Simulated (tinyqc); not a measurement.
Worked calculation: UHF in the sto-3g basis, for NH3, spin multiplicity 1. One step of it, computed by the program tinyqc.

Problem. Iteration 1: diagonalisation and new density. Diagonalise F' = X^T F X, C = X C', fill 5 alpha and 5 beta electrons from the bottom; D(s) = C_occ C_occ^T. Each column has its largest component positive (the first on a tie).

F(alpha) (hartree), lower triangle:
```
             1N 1s      1N 2s     1N 2px     1N 2py     1N 2pz      2H 1s      3H 1s      4H 1s
1N 1s   -14.794108
1N 2s    -3.804991  -1.607925
1N 2px    0.000300   0.011523  -0.122884
1N 2py    0.000000   0.000000   0.000000  -0.119729
1N 2pz    0.008348   0.046544   0.057723   0.000000  -0.043807
2H 1s    -0.720425  -0.657725  -0.365588   0.000000   0.029700  -0.292300
3H 1s    -0.722590  -0.658666   0.185706  -0.322004   0.078562  -0.194879  -0.305064
4H 1s    -0.722590  -0.658666   0.185706   0.322004   0.078562  -0.194879  -0.198362  -0.305064
```

F(beta) (hartree), lower triangle:
```
             1N 1s      1N 2s     1N 2px     1N 2py     1N 2pz      2H 1s      3H 1s      4H 1s
1N 1s   -14.794116
1N 2s    -3.804983  -1.607957
1N 2px    0.000118  -0.006736  -0.121634
1N 2py    0.000000   0.000000   0.000000  -0.120981
1N 2pz    0.008361   0.046240  -0.058117   0.000000  -0.043766
2H 1s    -0.721015  -0.654406  -0.366674   0.000000   0.094364  -0.299207
3H 1s    -0.722295  -0.660307   0.184570  -0.322032   0.046347  -0.195608  -0.301617
4H 1s    -0.722295  -0.660307   0.184570   0.322032   0.046347  -0.195608  -0.196913  -0.301617
```

X, lower triangle:
```
            1N 1s      1N 2s     1N 2px     1N 2py    1N 2pz      2H 1s      3H 1s     4H 1s
1N 1s    1.024635
1N 2s   -0.147786   1.282593
1N 2px   0.000016  -0.000243   1.120476
1N 2py   0.000000   0.000000   0.000000   1.120698
1N 2pz   0.003478  -0.035024   0.000038   0.000000  1.004700
2H 1s    0.021072  -0.256831  -0.262580   0.000000  0.034575   1.172352
3H 1s    0.021094  -0.257375   0.131470  -0.227766  0.034666  -0.036104   1.172868
4H 1s    0.021094  -0.257375   0.131470   0.227766  0.034666  -0.036104  -0.036159  1.172868
```

Give: F' = X^T F X; orbital energies; coefficients C; F' = X^T F X; orbital energies; coefficients C; D(alpha) after iteration 1; D(beta) after iteration 1.

Solution.

F' = X^T F X (alpha) (hartree), lower triangle:
```
          1        2        3        4        5        6        7       8
1  -14.4969
2   -2.0785  -0.5256
3   -0.0014   0.0128   0.1596
4    0.0000   0.0000   0.0000   0.1673
5    0.0160  -0.0190   0.0776   0.0000  -0.0339
6   -0.0778  -0.4115  -0.4666   0.0000   0.0042   0.1221
7   -0.0796  -0.4051   0.2338  -0.4098   0.0857  -0.0693   0.1132
8   -0.0796  -0.4051   0.2338   0.4098   0.0857  -0.0693  -0.0731  0.1132
```

orbital energies (alpha) (hartree): MO1 -14.8034, MO2 -0.8110, MO3 -0.4028, MO4 -0.3988, MO5 -0.0569, MO6 0.5769, MO7 0.7564, MO8 0.7586

coefficients C (alpha):
```
            MO1      MO2      MO3      MO4      MO5      MO6      MO7      MO8
1N 1s    0.9929  -0.2087   0.0000  -0.0024  -0.0392  -0.2053   0.0000  -0.0008
1N 2s    0.0324   0.6818   0.0000   0.0075   0.1810   1.1695   0.0000  -0.0016
1N 2px   0.0000  -0.0096   0.0000   0.5792  -0.1128   0.0200   0.0000   1.0051
1N 2py   0.0000   0.0000   0.5730   0.0000   0.0000   0.0000   1.0156   0.0000
1N 2pz  -0.0017  -0.0520   0.0000  -0.0278   0.9743  -0.2118   0.0000   0.1291
2H 1s   -0.0062   0.2125   0.0000   0.5028   0.0803  -0.6675   0.0000  -0.8738
3H 1s   -0.0062   0.2237   0.4372  -0.2456  -0.1093  -0.6393  -0.7692   0.4488
4H 1s   -0.0062   0.2237  -0.4372  -0.2456  -0.1093  -0.6393   0.7692   0.4488
```

F' = X^T F X (beta) (hartree), lower triangle:
```
          1        2        3        4        5        6        7       8
1  -14.4969
2   -2.0785  -0.5257
3    0.0013  -0.0096   0.1610
4    0.0000   0.0000   0.0000   0.1660
5    0.0161  -0.0194  -0.0777   0.0000  -0.0338
6   -0.0796  -0.4015  -0.4662   0.0000   0.1127   0.1164
7   -0.0787  -0.4100   0.2337  -0.4100   0.0316  -0.0693   0.1160
8   -0.0787  -0.4100   0.2337   0.4100   0.0316  -0.0693  -0.0731  0.1160
```

orbital energies (beta) (hartree): MO1 -14.8034, MO2 -0.8109, MO3 -0.4024, MO4 -0.3992, MO5 -0.0568, MO6 0.5767, MO7 0.7575, MO8 0.7576

coefficients C (beta):
```
            MO1      MO2      MO3      MO4      MO5      MO6      MO7      MO8
1N 1s    0.9929  -0.2087   0.0000  -0.0015  -0.0390  -0.2053   0.0000  -0.0037
1N 2s    0.0324   0.6819   0.0000   0.0072   0.1800   1.1693   0.0000   0.0270
1N 2px   0.0000   0.0014   0.0000   0.5774   0.1122  -0.0456   0.0000   1.0054
1N 2py   0.0000   0.0000   0.5748   0.0000   0.0000   0.0000   1.0145   0.0000
1N 2pz  -0.0017  -0.0518   0.0000   0.0265   0.9745  -0.2086   0.0000  -0.1332
2H 1s   -0.0062   0.2182   0.0000   0.4986  -0.1720  -0.6097   0.0000  -0.9033
3H 1s   -0.0062   0.2209   0.4358  -0.2523   0.0169  -0.6677  -0.7700   0.4171
4H 1s   -0.0062   0.2209  -0.4358  -0.2523   0.0169  -0.6677   0.7700   0.4171
```

D(alpha) after iteration 1, lower triangle:
```
          1N 1s    1N 2s   1N 2px   1N 2py   1N 2pz    2H 1s    3H 1s   4H 1s
1N 1s    1.0309
1N 2s   -0.1172   0.4987
1N 2px   0.0050  -0.0226   0.3483
1N 2py   0.0000   0.0000   0.0000   0.3283
1N 2pz  -0.0290   0.1406  -0.1254   0.0000   0.9527
2H 1s   -0.0549   0.1630   0.2802   0.0000   0.0533   0.3045
3H 1s   -0.0479   0.1307  -0.1321   0.2505  -0.1113  -0.0847   0.3135
4H 1s   -0.0479   0.1307  -0.1321  -0.2505  -0.1113  -0.0847  -0.0688  0.3135
```

D(beta) after iteration 1, lower triangle:
```
          1N 1s   1N 2s   1N 2px   1N 2py   1N 2pz    2H 1s    3H 1s   4H 1s
1N 1s    1.0309
1N 2s   -0.1172  0.4985
1N 2px  -0.0056  0.0253   0.3460
1N 2py   0.0000  0.0000   0.0000   0.3304
1N 2pz  -0.0289  0.1402   0.1246   0.0000   0.9530
2H 1s   -0.0457  0.1212   0.2689   0.0000  -0.1657   0.3258
3H 1s   -0.0526  0.1517  -0.1435   0.2505  -0.0017  -0.0805   0.3027
4H 1s   -0.0526  0.1517  -0.1435  -0.2505  -0.0017  -0.0805  -0.0771  0.3027
```
